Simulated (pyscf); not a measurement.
Thermochemistry of product channels of Ga–AsH₂ (SMILES [Ga][AsH2]) [singlet] + SiH₂ (SMILES [SiH2]) [singlet] on the singlet surface, in eV, from CCSD(T)/def2-TZVPP + ΔMP2(QZVPP) energies (ideal gas, 1 atm, RRHO with modes under 100 cm⁻¹ raised to 100, one conformer, R ln 2 for chiral ones without a mode under 150 cm⁻¹). Structures and frequencies: ωB97X-D3(BJ)/def2-SVP in PySCF. Correlated levels are frozen-core, on RHF or UHF. ΔMP2 is the change of the MP2 total energy from the triple- to the quadruple-zeta basis.

| products | ΔE | ΔH(298 K) | ΔG(298 K) | ΔG(900 K) |
|---|---|---|---|---|
| Ga–SiH₂–AsH₂ (SMILES [Ga][SiH2][AsH2]) [singlet] | -2.17 | -2.05 | -1.58 | -0.68 |
| H₃Si–Ga=AsH (SMILES [SiH3][Ga]=[AsH]) | -2.38 | -2.26 | -1.80 | -0.90 |
| H₃Si–AsH–Ga (SMILES [SiH3][AsH][Ga]) [singlet] | -2.94 | -2.81 | -2.32 | ___ |

Question: What belongs in the gaps?

Answer: 
- H₃Si–AsH–Ga (SMILES [SiH3][AsH][Ga]) [singlet], ΔG(900 K): -1.37

These are energies of the channels, which say nothing of barriers. The CCSD(T) − MP2 part came from Ansatz, without density fitting, on the same reference. The frozen core leaves the outer d or s,p core shells of the metals and heavy elements correlated in the MP2 and CC values, and def2-TZVPP describes them poorly, which can shift differences by a few kcal/mol. Elements up to Kr have no core potential and no relativistic terms here.
